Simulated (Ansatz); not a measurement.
# PBE/def2-SVPD run of C2H7Al (SMILES [CH3][AlH][CH3])

What is the vertical electron affinity of C2H7Al at PBE/def2-SVPD? 

Program for the calculation: Ansatz 0.2.0.

36 further runs of the same task are left out: 36 set aside as unsound or not needed.

### Step 1. Starting point

The species is C2H7Al (10 atoms), meant as a singlet with charge 0. SMILES: `[CH3][AlH][CH3]`. Geometry: relaxed at PBE0-D4/def2-TZVP.

Bond lengths: C1–Al2 1.954 Å, Al2–C3 1.954 Å, C1–H4 1.095 Å, C1–H5 1.092 Å, C1–H6 1.096 Å, Al2–H7 1.595 Å, C3–H8 1.093 Å, C3–H9 1.095 Å, C3–H10 1.096 Å. Some angles: C1–Al2–C3 121.2°, C1–Al2–H7 120.2°, C3–Al2–H7 118.5°, Al2–C1–H4 111.1°, Al2–C1–H5 113.4°, Al2–C1–H6 110.4°, Al2–C3–H8 113.4°, Al2–C3–H9 111.0°, Al2–C3–H10 110.5°, H4–C1–H5 108.0°.

### Step 2. The energy at PBE/def2-SVPD

Contents of run.yaml:

```yaml
crystal:
  periodic: [false, false, false]
  atoms:
    - {symbol: C, position_ang: [-1.219100, 0.923600, -0.783300]}
    - {symbol: Al, position_ang: [0.496800, 0.021800, -0.536400]}
    - {symbol: C, position_ang: [0.903900, -0.949000, 1.109700]}
    - {symbol: H, position_ang: [-2.054000, 0.233200, -0.621200]}
    - {symbol: H, position_ang: [-1.337000, 1.368500, -1.773800]}
    - {symbol: H, position_ang: [-1.340300, 1.723700, -0.043600]}
    - {symbol: H, position_ang: [1.605700, 0.078800, -1.681200]}
    - {symbol: H, position_ang: [0.069000, -0.980000, 1.814000]}
    - {symbol: H, position_ang: [1.201900, -1.980900, 0.894300]}
    - {symbol: H, position_ang: [1.756300, -0.490900, 1.624500]}
basis:
  gaussian: {orbitals: def2-SVPD}
hamiltonian: {xc: pbe}
accuracy: high
output: {orbitals: {seedname: orbitals}}
```

Run with:

```console
$ ansatz run run.yaml --threads 1 --pin off --max-ram 3480MiB --events-out events.jsonl --progress --plain --runs-dir runs
```

Output:

```text
Warning: RAYON_NUM_THREADS=1 ignored (pool sized by the plan → 1); use --threads N
Functional definition: PBE
  name "PBE"
  parameter kappa = 0.804
  parameter beta = 0.06672455060314922
  exchange = pbe_x(kappa = kappa, mu = beta*pi^2/3)
  correlation = pbe_c(beta = beta)
2444 factors; integrals over basis functions are off by at most 3.6e-9 eV
mean field evaluation 1: about -8759.4988 eV, gradient 7.8e1 eV
mean field evaluation 2: about -8736.7985 eV, gradient 1.1e2 eV
mean field evaluation 4: about -8774.4183 eV, gradient 3.8e0 eV
mean field evaluation 8: about -8774.4756 eV, gradient 9.2e-2 eV
mean field evaluation 16: about -8774.4757 eV, gradient 3.9e-7 eV
mean field -8774.47566651 eV, -322.4560331910 hartree, gradient 2.4e-8 eV, S^2 0.000000; 0 other end points of the search recorded, 0 dependent functions left out
reference -8774.47567199 eV, -322.4560333925 hartree; 16, 16 occupied and 104, 104 virtual orbitals, 2444 factors
Total energy: -8774.47567199 eV, -322.4560333925 hartree
```

Run time: 8.7 s. Hardware: 1 thread of Arm Neoverse V2, shared host; peak memory 0.36 GiB.

### Step 3. The doublet anion, same level

Contents of molecule.yaml:

```yaml
basis:
  gaussian:
    orbitals: def2-SVPD
crystal:
  periodic: [false, false, false]
  atoms:
    - symbol: C
      position_ang: [-1.219100, 0.923600, -0.783300]
    - symbol: Al
      position_ang: [0.496800, 0.021800, -0.536400]
    - symbol: C
      position_ang: [0.903900, -0.949000, 1.109700]
    - symbol: H
      position_ang: [-2.054000, 0.233200, -0.621200]
    - symbol: H
      position_ang: [-1.337000, 1.368500, -1.773800]
    - symbol: H
      position_ang: [-1.340300, 1.723700, -0.043600]
    - symbol: H
      position_ang: [1.605700, 0.078800, -1.681200]
    - symbol: H
      position_ang: [0.069000, -0.980000, 1.814000]
    - symbol: H
      position_ang: [1.201900, -1.980900, 0.894300]
    - symbol: H
      position_ang: [1.756300, -0.490900, 1.624500]
total_charge: -1
output: {orbitals: {seedname: orbitals}}
hamiltonian:
  xc: pbe
magnetization:
  spin_polarized: true
  initial_magnetization: 1
accuracy: high
```

Run with:

```console
$ ansatz run molecule.yaml --threads 1 --pin off --max-ram 3480MiB --events-out events.jsonl --progress --plain --runs-dir runs
```

Output:

```text
Warning: RAYON_NUM_THREADS=1 ignored (pool sized by the plan → 1); use --threads N
[... 6 set-up lines as earlier in the session ...]
2446 factors; integrals over basis functions are off by at most 3.5e-9 eV
mean field evaluation 1: about -8766.5855 eV, gradient 3.7e1 eV
mean field evaluation 2: about -8751.9575 eV, gradient 5.9e1 eV
mean field evaluation 4: about -8773.8282 eV, gradient 2.0e0 eV
mean field evaluation 8: about -8773.8572 eV, gradient 1.3e-1 eV
mean field evaluation 16: about -8773.8574 eV, gradient 1.3e-4 eV
mean field evaluation 32: about -8773.7846 eV, gradient 4.4e-1 eV
mean field -8773.85736248 eV, -322.4333109369 hartree, gradient 6.5e-8 eV, S^2 0.754262; 4 other end points of the search recorded, 0 dependent functions left out
reference -8773.85736779 eV, -322.4333111321 hartree; 17, 16 occupied and 103, 104 virtual orbitals, 2446 factors
Total energy: -8773.85736779 eV, -322.4333111321 hartree
```

Wall time 20 s (1 thread of Arm Neoverse V2, shared host); peak memory 0.47 GiB.

### Step 4. Summary of results

Level: PBE/def2-SVPD.

| quantity | value |
| --- | --- |
| singlet C2H7Al: total energy | -322.45603 Eh |
| singlet C2H7Al: HOMO energy | -6.53 eV |
| singlet C2H7Al: LUMO energy | -1.63 eV |
| singlet C2H7Al: HOMO–LUMO gap | 4.90 eV |
| doublet anion: total energy | -322.43331 Eh |
| doublet anion: HOMO energy (highest over α and β) | 3.03 eV |
| doublet anion: LUMO energy (lowest over α and β) | 3.26 eV |
| doublet anion: ⟨S²⟩ | 0.754 |
| vertical electron affinity (to the doublet anion) | -0.618 eV |

**Reading.** The anion lies 0.62 eV (14.3 kcal/mol) above the neutral: the electron isn't bound at this level, and such a value depends on the basis. The HOMO (doublet anion) lies at positive energy, 3.03 eV, as semi-local functionals often give for anions; only total energies tell whether the electron is bound.
